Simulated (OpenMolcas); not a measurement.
## Potential curves of SiCl⁺: spin–orbit levels

Computed with OpenMolcas 26.06: state-averaged CASSCF(8,7) over Cl 3p, Si 3s 3p, XMS-CASPT2 (IPEA 0.25, imaginary shift 0.2 hartree), scalar X2C, ANO-RCC-VTZP, then RASSI spin–orbit state interaction with atomic mean-field integrals. C2 symmetry about the axis (a holds Σ, Δ, Γ; b holds Π, Φ, H; Σ⁺ and Σ⁻ are not told apart); roots by multiplicity and irrep: 1a 4, 3b 2, 3a 4, 1b 2.

XMS-CASPT2 energies with spin–orbit state interaction in eV from the lowest point. Curves are followed by energy order within each symmetry, so they are adiabatic and may change character at avoided crossings; for Ω = 0 the + and − levels are counted together.

```json
{"R (Å)": "1.901", "(1)Ω=0": "0.047", "(1)Ω=3": "6.467", "(2)Ω=2": "6.480"}
{"R (Å)": "1.991", "(1)Ω=0": "0.000", "(1)Ω=3": "5.789", "(2)Ω=2": "5.800"}
{"R (Å)": "2.091", "(1)Ω=0": "0.160", "(1)Ω=3": "5.289", "(2)Ω=2": "5.296"}
{"R (Å)": "2.190", "(1)Ω=0": "0.460", "(1)Ω=3": "4.977", "(2)Ω=2": "4.976"}
{"R (Å)": "2.329", "(1)Ω=0": "1.005", "(1)Ω=3": "4.741", "(2)Ω=2": "4.721"}
{"R (Å)": "2.509", "(1)Ω=0": "1.783", "(1)Ω=3": "4.648", "(2)Ω=2": "4.688"}
{"R (Å)": "2.787", "(1)Ω=0": "2.935", "(1)Ω=3": "4.720", "(2)Ω=2": "4.757"}
{"R (Å)": "3.186", "(1)Ω=0": "4.181", "(1)Ω=3": "4.927", "(2)Ω=2": "4.960"}
{"R (Å)": "3.783", "(1)Ω=0": "5.017", "(1)Ω=3": "5.148", "(2)Ω=2": "5.173"}
```

Left out for impure symmetry, kinks or missing points, though low: (2)Ω=0, (3)Ω=0, (1)Ω=1, (1)Ω=2, (2)Ω=1, (3)Ω=1, (4)Ω=0, (4)Ω=1, (3)Ω=2, (5)Ω=0, (6)Ω=0, (5)Ω=1. Only roots inside an energy window near the equilibrium distance were included, so the list of states is not complete; labels number the states computed. Each spin and symmetry block has orbitals of its own, averaged over its own roots, so gaps between blocks are less sure than gaps within one and near the minimum can be off by tenths of an eV, in bad cases by more. No Rydberg orbitals are active, so Rydberg states, and σ→σ* states whose orbital the CASSCF left unused, can be missing between those listed. CASPT2 splits the two components of degenerate states numerically, here by up to 46 cm⁻¹. At stretched bonds a block can hold a wrong CASSCF solution and miss its lowest state; points past a visible jump are left out. Points that failed a check (symmetry, reference weights, a jump) are left out.
